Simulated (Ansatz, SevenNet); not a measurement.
For zinc-blende CdTe, the machine-learned potential SevenNet-l3i5 (trained on PBE and PBE+U data) gives:

```
Item                         Result
-------------------  --------------
lattice parameter a         6.626 Å
formation enthalpy   -0.474 eV/atom
```

Q: What does PBE0 (PAW; Ansatz, a program for electronic structure) give for the same quantities?

A: 
- lattice constant a: 6.557 Å (decreases by 1.0 %)
- formation enthalpy: -0.601 eV/atom (moves by -0.127 eV/atom)

For comparison: lattice constant a 6.48 Å (measured, room temperature, no zero-point or thermal correction; as tabulated in Lucero et al. (2012), arXiv:1111.4515); formation enthalpy -0.520 eV/atom (measured, 298 K, no zero-point or thermal correction, our sources range from -0.522 to -0.479; as tabulated in Brebrick, High temperature thermodynamic data for CdTe(c), J. Phase Equilib. …).

Changes are worked out from the printed values.

Unless a cell is named, each level is at its own relaxed cell (SevenNet-l3i5 36.36, PBE0 35.23 Å³/atom).

Levels without +SOC leave out spin–orbit coupling, which shifts energies and cells of such heavy elements.

Ansatz's density-functional and Hartree–Fock values are scalar-relativistic unless marked +SOC, with PAW data made under PBE.
